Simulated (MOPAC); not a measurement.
MOPAC input (PM7):

```
PM7 FORCE THERMO(298,298) PRECISE LET GEO-OK AUX(PRECISION=9) THREADS=1
C4H6

C    -0.00174511 1   -0.67111305 1    0.82452396 1
C    -0.00727717 1    0.67482913 1    0.82145378 1
C     0.00707904 1   -0.79238582 1   -0.69635027 1
C     0.00057579 1    0.78923412 1   -0.69995401 1
H    -0.00254065 1   -1.44014513 1    1.54951107 1
H    -0.01440951 1    1.44712419 1    1.54292848 1
H    -0.87722733 1   -1.25499843 1   -1.13567412 1
H     0.89991913 1   -1.24766989 1   -1.12594903 1
H     0.88965274 1    1.24987901 1   -1.13164368 1
H    -0.88749306 1    1.24255206 1   -1.14136829 1
```

Which zero-point energy does it print?

51.09 kcal/mol, from the harmonic wavenumbers of PM7.
